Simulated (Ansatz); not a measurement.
hcp Hf, treated with PBEsol (PAW; Ansatz, a first-principles code).

Run with plane-wave cutoff 500 eV, 30×30×14 k mesh (along the axes of the cell as run), Fermi–Dirac smearing 0.1 eV, scalar-relativistic PAW data made under PBE.

Computed at the level's own relaxed cell.

**Question.** What does this level give for the volume per atom, equilibrium lattice constant a and c axis length?

**Answer.** 
* **volume per atom**: 21.61 Å³/atom
* **equilibrium lattice constant a**: 3.158 Å
* **c axis length**: 5.004 Å

Measured, for comparison: lattice constant a 3.194 Å (293 K, no zero-point or thermal correction, our sources range from 3.194 to 3.200; as tabulated in Wikipedia's data pages); lattice parameter c 5.051 Å (293 K, no zero-point or thermal correction; as tabulated in Wikipedia's data pages). Computed (rounded) less measured: lattice constant a -1.1 % (-1.1 % to -1.3 % over the range), lattice parameter c -0.9 %. A static lattice is as a rule a little smaller and stiffer than an uncorrected measurement, which narrows the difference in the lattice constant a, lattice parameter c and would widen misses of the other sign.

Spin–orbit coupling is not included.

Static lattice: no zero-point or thermal effects.

It cost around 4 core-minutes (rough) of CPU time.
